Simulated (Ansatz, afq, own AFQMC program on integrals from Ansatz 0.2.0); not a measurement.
MgSi, triplet in cc-pVDZ, levels against full CI

```xyz
2

Si    0.0000    0.0000    0.0000
Mg    0.0000    0.0000    2.5324
```

Basis cc-pVDZ. Noble-gas cores (and the filled d shells of Ga–Kr and In–Xe) are frozen. Integrals, coupled cluster, full CI and functionals: Ansatz 0.2.0; the random walks run on the same integrals in our own AFQMC program. The CISD trial takes its coefficients from CCSD amplitudes. Released means that phaseless walkers are propagated on without the constraint, phases kept. Error bars are statistical, one sigma.

Determinant: UHF, the one that the program's search chose, which needn't be the lowest solution. The geometry is a PBE0/def2-TZVP stationary point of this or a neighbouring charge and spin state.

Full CI on the same integrals is exact in this basis and with this determinant's frozen core.

Cautions: strong correlation (T1 0.084, weight of the determinant 0.80, largest double 0.18); unrestricted determinant spin contaminated (⟨S²⟩ 2.72 against 2.00).

```
T1 diagnostic                               : 0.0838
weight of the determinant in the CISD state : 0.798
⟨S²⟩ of the determinant                     : 2.724
size of the correlated space                : 6 electrons in 26 orbitals
```

```json
{"level": "MP2", "correlation energy (eV)": "-1.8684"}
{"level": "CCSD", "correlation energy (eV)": "-2.5975"}
{"level": "CCSD(T)", "correlation energy (eV)": "-2.7251"}
```

Question: Estimate where full CI lies against CCSD(T) on the same integrals.

Answer: 3.12 mEh below CCSD(T).

Reference: full CI, correlation energy -2.810 eV. The released energy is read at 2.40 1/Eh (meV from the phaseless value at times in 1/Eh: -8 ± 8 at 0.24, -8 ± 9 at 0.51, -25 ± 10 at 0.99, -13 ± 9 at 1.62, -18 ± 9 at 2.40). The cautions show a poor starting determinant, so the rows tell how each method copes with it here, and full CI is the sure value.

```
         level  E − E(reference) (mEh)  share of correlation (%)
       CCSD(T)                    3.12                     96.98
         CCSDT                    0.47                     99.55
      CCSDT(Q)                    0.01                     99.99
   ph-AFQMC/HF            -1.43 ± 0.97                    101.38
 ph-AFQMC/CISD             0.45 ± 0.28                     99.57
released AFQMC            -0.22 ± 0.32                    100.21
```

CCSDT and higher add their correlation energy to the determinant of the CCSD(T) run, since their own runs factorise the integrals more tightly (a shift of under 2 meV). A walk keeps the symmetry of its determinant, which the program's search chose and which needn't be the lowest solution, so a lower state of the same spin and another symmetry isn't excluded. Released energies are given only where the last usable release times agree within the noise; a slower fall can still hide under it.
